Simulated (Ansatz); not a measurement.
# Worked example: Si2⁺, sextet against Si2⁺, quartet

Geometry (PBE0/def2-TZVP stationary point of a quartet), kept for both states (Si2⁺, quartet: Σg⁻g; Si2⁺, sextet: Πu):

```xyz
2

Si    0.0000    0.0000    0.0000
Si    0.0000    0.0000    2.2726
```

Basis cc-pVTZ; Ansatz 0.2.0. Only valence electrons are correlated (noble-gas cores frozen). Prefix R: restricted or restricted open-shell reference; prefix U: unrestricted.

Full CI isn't at hand for all of this; UCCSDT(Q) serves as the reference, and is uncertain by the last step of the cluster series or more.

| level | E(Si2⁺, quartet) (hartree) | E(Si2⁺, sextet) (hartree) |
| --- | --- | --- |
| UHF | -577.516252 | -577.402853 |
| UMP2 | -577.653161 | -577.494569 |
| UCCSD(T) | -577.691665 | -577.523316 |
| PBE | -578.295714 | -578.120981 |
| B3LYP | -578.621084 | -578.437640 |
| UCCSDT(Q) | -577.694528 | -577.525269 |

Question: Give the vertical gap, Si2⁺ sextet less Si2⁺ quartet, at each level in eV (1 hartree = 27.2114 eV), and each error against UCCSDT(Q).

Answer: UCCSDT(Q): (-577.525269 − (-577.694528)) × 27.2114 = 4.606 eV (the reference)
B3LYP: (-578.437640 − (-578.621084)) × 27.2114 = 4.992 eV, error 0.386 eV
PBE: (-578.120981 − (-578.295714)) × 27.2114 = 4.755 eV, error 0.149 eV
UCCSD(T): (-577.523316 − (-577.691665)) × 27.2114 = 4.581 eV, error -0.025 eV
UMP2: (-577.494569 − (-577.653161)) × 27.2114 = 4.316 eV, error -0.290 eV
UHF: (-577.402853 − (-577.516252)) × 27.2114 = 3.086 eV, error -1.520 eV

Total energies of functionals can't be set beside those of wave-function methods, since they hold the core's correlation and their own absolute errors; only the differences compare.

Each level lands on the state that its own search finds. T1 diagnostics of restricted CCSD: 0.024 and 0.026.
